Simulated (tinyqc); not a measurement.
Inside a calculation. Method: G0W0 on RHF in the sto-3g basis, for H2F+, spin multiplicity 1. One step of it, computed by the program tinyqc.

Task: Iteration 1: diagonalisation and new density. Diagonalise F' = X^T F X, C = X C', fill 5 alpha and 5 beta electrons from the bottom; D = 2 C_occ C_occ^T. Each column has its largest component positive (the first on a tie).

Fock matrix F (hartree), order 1F 1s, 1F 2s, 1F 2px, 1F 2py, 1F 2pz, 2H 1s, 3H 1s:
```
[[-26.269366, -6.731392, 0.000000, -0.003629, -0.024961, -1.093348, -0.888665],
 [-6.731392, -3.378052, 0.000000, -0.010608, -0.123037, -1.134209, -0.971904],
 [0.000000, 0.000000, -0.833251, 0.000000, 0.000000, 0.000000, 0.000000],
 [-0.003629, -0.010608, 0.000000, -0.883950, -0.005119, -0.477905, 0.430202],
 [-0.024961, -0.123037, 0.000000, -0.005119, -0.869412, -0.366375, -0.327328],
 [-1.093348, -1.134209, 0.000000, -0.477905, -0.366375, -0.784387, -0.343519],
 [-0.888665, -0.971904, 0.000000, 0.430202, -0.327328, -0.343519, -0.695144]]
```

X, order 1F 1s, 1F 2s, 1F 2px, 1F 2py, 1F 2pz, 2H 1s, 3H 1s:
```
[[-0.361769, 0.150032, 0.705050, 0.000000, -0.614441, -0.020677, 0.195148],
 [0.965969, -0.303957, -0.237846, 0.000000, -0.284514, -0.025612, 0.460539],
 [0.000000, 0.000000, 0.000000, 1.000000, 0.000000, 0.000000, 0.000000],
 [0.282739, 0.767242, -0.008046, 0.000000, 0.005250, 0.703920, 0.031444],
 [0.380275, -0.114734, 0.688467, 0.000000, 0.632298, -0.011360, 0.188436],
 [-0.844627, -0.513418, -0.191235, 0.000000, 0.162036, 0.354010, 0.412141],
 [-0.294008, 0.881118, -0.216877, 0.000000, 0.178654, -0.413461, 0.362949]]
```

Give: F' = X^T F X; orbital energies; coefficients C; D after iteration 1.

Result:

F' = X^T F X (hartree):
```
[[-0.951, 0.529, 2.899, 0.000, -2.749, -0.107, 0.845],
 [0.529, -0.178, -1.424, 0.000, 1.400, -0.040, -0.509],
 [2.899, -1.424, -10.920, 0.000, 10.744, 0.423, -5.333],
 [0.000, 0.000, 0.000, -0.833, 0.000, 0.000, 0.000],
 [-2.749, 1.400, 10.744, 0.000, -12.424, -0.459, 5.880],
 [-0.107, -0.040, 0.423, 0.000, -0.459, -1.063, 0.225],
 [0.845, -0.509, -5.333, 0.000, 5.880, 0.225, -4.471]]
```

orbital energies (hartree): [-26.280, -1.823, -1.054, -0.899, -0.833, -0.059, 0.108]

coefficients C, order 1F 1s, 1F 2s, 1F 2px, 1F 2py, 1F 2pz, 2H 1s, 3H 1s:
```
[[0.994, -0.242, 0.011, 0.072, 0.000, 0.109, 0.045],
 [0.024, 0.896, -0.054, -0.335, 0.000, -0.620, -0.269],
 [0.000, 0.000, 0.000, 0.000, 1.000, 0.000, 0.000],
 [0.000, 0.010, 0.766, -0.040, 0.000, 0.225, -0.726],
 [0.002, 0.120, 0.032, 0.894, 0.000, -0.470, -0.180],
 [-0.005, 0.151, 0.331, 0.158, 0.000, 0.448, 0.988],
 [-0.004, 0.123, -0.318, 0.184, 0.000, 0.923, -0.493]]
```

D after iteration 1, order 1F 1s, 1F 2s, 1F 2px, 1F 2py, 1F 2pz, 2H 1s, 3H 1s:
```
[[2.105, -0.436, 0.000, 0.007, 0.077, -0.052, -0.047],
 [-0.436, 1.839, 0.000, -0.038, -0.387, 0.128, 0.132],
 [0.000, 0.000, 2.000, 0.000, 0.000, 0.000, 0.000],
 [0.007, -0.038, 0.000, 1.175, -0.019, 0.497, -0.499],
 [0.077, -0.387, 0.000, -0.019, 1.629, 0.341, 0.337],
 [-0.052, 0.128, 0.000, 0.497, 0.341, 0.314, -0.115],
 [-0.047, 0.132, 0.000, -0.499, 0.337, -0.115, 0.300]]
```
